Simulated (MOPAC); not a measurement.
A run for MOPAC: PM7 on H6N2 (a complex).

```
PM7 1SCF PRECISE CHARGE=0 THREADS=1
H6N2

N     -0.04998129 1    -1.58709323 1     0.00000000 1
H      0.12296265 1    -2.16846018 1     0.81105976 1
H      0.12296265 1    -2.16846018 1    -0.81105976 1
H      0.65988580 1    -0.86235298 1     0.00000000 1
N      0.04998129 1     1.58709323 1     0.00000000 1
H     -0.12296265 1     2.16846018 1     0.81105976 1
H     -0.65988580 1     0.86235298 1     0.00000000 1
H     -0.12296265 1     2.16846018 1    -0.81105976 1
```

Program output:

```
*******************************************************************************
 **                                                                           **
 **                              MOPAC v23.2.5                                **
 **                                                                           **
 *******************************************************************************
 ** MOPAC's Digital Object Identifier: https://doi.org/10.5281/zenodo.6511958 **
 **                                                                           **
 ** Please cite the open-source release paper for use of this MOPAC version:  **
 ** J. E. Moussa and J. J. P. Stewart (2026)                                  **
 ** MOPAC: An open-source semiempirical molecular orbital program             **
 ** J. Open Source Softw., 11(119), 8025, https://doi.org/10.21105/joss.08025 **
 *******************************************************************************

                              PM7 CALCULATION RESULTS

 *******************************************************************************
 *  PM7        - The PM7 Hamiltonian to be used
 *
 *
 *
 *                 CHARGE ON SYSTEM = 0
 *
 *
 *
 *  PRECISE    - TIGHTER CRITERIA TO BE USED
 *  1SCF       - DO 1 SCF AND THEN STOP
 *  THREADS=1  - MULTI-THREADING NOT USED
 *  T=         - A TIME OF 172800.0 SECONDS REQUESTED
 *  DUMP=N     - RESTART FILE WRITTEN EVERY 7200.0 SECONDS REQUESTED
 *******************************************************************************
PM7 1SCF PRECISE CHARGE=0 THREADS=1
 H6N2

   ATOM   CHEMICAL          X               Y               Z
  NUMBER   SYMBOL      (ANGSTROMS)     (ANGSTROMS)     (ANGSTROMS)

     1       N         -0.04998129  *  -1.58709323  *   0.00000000  *
     2       H          0.12296265  *  -2.16846018  *   0.81105976  *
     3       H          0.12296265  *  -2.16846018  *  -0.81105976  *
     4       H          0.65988580  *  -0.86235298  *   0.00000000  *
     5       N          0.04998129  *   1.58709323  *   0.00000000  *
     6       H         -0.12296265  *   2.16846018  *   0.81105976  *
     7       H         -0.65988580  *   0.86235298  *   0.00000000  *
     8       H         -0.12296265  *   2.16846018  *  -0.81105976  *



          CARTESIAN COORDINATES

    NO.       ATOM           X           Y           Z

     1         N         -0.0500     -1.5871      0.0000
     2         H          0.1230     -2.1685      0.8111
     3         H          0.1230     -2.1685     -0.8111
     4         H          0.6599     -0.8624      0.0000
     5         N          0.0500      1.5871      0.0000
     6         H         -0.1230      2.1685      0.8111
     7         H         -0.6599      0.8624      0.0000
     8         H         -0.1230      2.1685     -0.8111

 General Reference for PM7:
 "Optimization of Parameters for Semiempirical Methods VI: More Modifications to the
 NDDO Approximations and Re-optimization of Parameters", J. J. P. Stewart, J. Mol. Mod., 1:32, 19 (2013)
 https://link.springer.com/article/10.1007/s00894-012-1667-x

           Empirical Formula: H6 N2  =     8 atoms



      MOLECULAR POINT GROUP   :   C2h


      RHF CALCULATION, NO. OF DOUBLY OCCUPIED LEVELS = 8


 -------------------------------------------------------------------------------
 PM7 1SCF PRECISE CHARGE=0 THREADS=1
 H6N2



     1SCF WAS SPECIFIED, SO BFGS WAS NOT USED
     SCF FIELD WAS ACHIEVED


                              PM7 CALCULATION
                                                       MOPAC v23.2.5 Linux




          FINAL HEAT OF FORMATION =        -11.70488 KCAL/MOL =     -48.97321 KJ/MOL


          COSMO AREA              =         84.63 SQUARE ANGSTROMS
          COSMO VOLUME            =         60.48 CUBIC ANGSTROMS

          IONIZATION POTENTIAL    =         10.245652 EV
          HOMO LUMO ENERGIES (EV) =        -10.246  4.548
          NO. OF FILLED LEVELS    =          8
          MOLECULAR WEIGHT        =         34.0608         POINT GROUP:  C2h

          MOLECULAR DIMENSIONS (Angstroms)

            Atom       Atom       Distance
            H     6    H     3     4.63688
            H     8    H     2     3.03925
            H     4    H     7     1.22001


          SCF CALCULATIONS        =          1





   ATOM   CHEMICAL          X               Y               Z
  NUMBER   SYMBOL      (ANGSTROMS)     (ANGSTROMS)     (ANGSTROMS)

     1       N         -0.04998129  *  -1.58709323  *   0.00000000  *
     2       H          0.12296265  *  -2.16846018  *   0.81105976  *
     3       H          0.12296265  *  -2.16846018  *  -0.81105976  *
     4       H          0.65988580  *  -0.86235298  *   0.00000000  *
     5       N          0.04998129  *   1.58709323  *   0.00000000  *
     6       H         -0.12296265  *   2.16846018  *   0.81105976  *
     7       H         -0.65988580  *   0.86235298  *   0.00000000  *
     8       H         -0.12296265  *   2.16846018  *  -0.81105976  *

                             CARTESIAN COORDINATES

   1    N       -0.049981290    -1.587093230     0.000000000
   2    H        0.122962650    -2.168460180     0.811059760
   3    H        0.122962650    -2.168460180    -0.811059760
   4    H        0.659885800    -0.862352980     0.000000000
   5    N        0.049981290     1.587093230     0.000000000
   6    H       -0.122962650     2.168460180     0.811059760
   7    H       -0.659885800     0.862352980     0.000000000
   8    H       -0.122962650     2.168460180    -0.811059760


           Empirical Formula: H6 N2  =     8 atoms



      MOLECULAR POINT GROUP   :   C2h


                  EIGENVALUES
 -35.61432 -35.04661 -16.25529 -15.84486 -15.80465 -15.24653 -10.43081 -10.24565
   4.54792   4.99278   6.78312   6.78333   6.92296   6.97809


              NET ATOMIC CHARGES AND DIPOLE CONTRIBUTIONS

  ATOM NO.   TYPE          CHARGE      No. of ELECS.   s-Pop       p-Pop
    1          N          -0.713947        5.7139     1.64938     4.06457
    2          H           0.230687        0.7693     0.76931
    3          H           0.230687        0.7693     0.76931
    4          H           0.252572        0.7474     0.74743
    5          N          -0.713947        5.7139     1.64938     4.06457
    6          H           0.230687        0.7693     0.76931
    7          H           0.252572        0.7474     0.74743
    8          H           0.230687        0.7693     0.76931
 DIPOLE           X         Y         Z       TOTAL
 POINT-CHG.     0.000     0.000    -0.000     0.000
 HYBRID        -0.000    -0.000     0.000     0.000
 SUM            0.000     0.000    -0.000     0.000


          ATOMIC ORBITAL ELECTRON POPULATIONS

     Atom    s        px        py        pz
    1  N   1.64938   1.60371   1.26652   1.19434
    2  H   0.76931
    3  H   0.76931
    4  H   0.74743
    5  N   1.64938   1.60371   1.26652   1.19434
    6  H   0.76931
    7  H   0.74743
    8  H   0.76931

 **********************
 *                    *
 * JOB ENDED NORMALLY *
 *                    *
 **********************




 == MOPAC DONE ==
```

The run finished.

Cost: roughly 0.020 core-seconds.
